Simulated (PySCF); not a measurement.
# Working out the ionisation energy of C

C [He] 2s2 2p2 (3P) → C⁺ [He] 2s2 2p1 (2P). Computed with PySCF 2.14 in cc-pVTZ, with the non-relativistic Hamiltonian (point nucleus). Frozen: 1s2. Energies in hartree (1 hartree = 27.21139 eV):

```json
{"part": "UHF", "C (lower)": "-37.691569", "C⁺ (upper)": "-37.294746"}
{"part": "CCSD correlation", "C (lower)": "-0.087156", "C⁺ (upper)": "-0.074521"}
{"part": "(T)", "C (lower)": "-0.002037", "C⁺ (upper)": "-0.001148"}
```

Question: What does Hartree-Fock give?

Answer: (-37.294746) − (-37.691569) = 0.396823 hartree = 10.798 eV.

Question: What do CCSD and CCSD(T) give?

Answer: The CCSD correlation energies differ by 0.012635 hartree = 0.344 eV and the triples by 0.000889 hartree = 0.024 eV, so CCSD gives 11.142 eV and CCSD(T) 11.166 eV.

Measured between the centres of the two terms (NIST): 11.262 eV, so CCSD(T) (valence) is off by -0.096 eV.

What remains against the reference includes basis incompleteness, the frozen core and higher excitations.
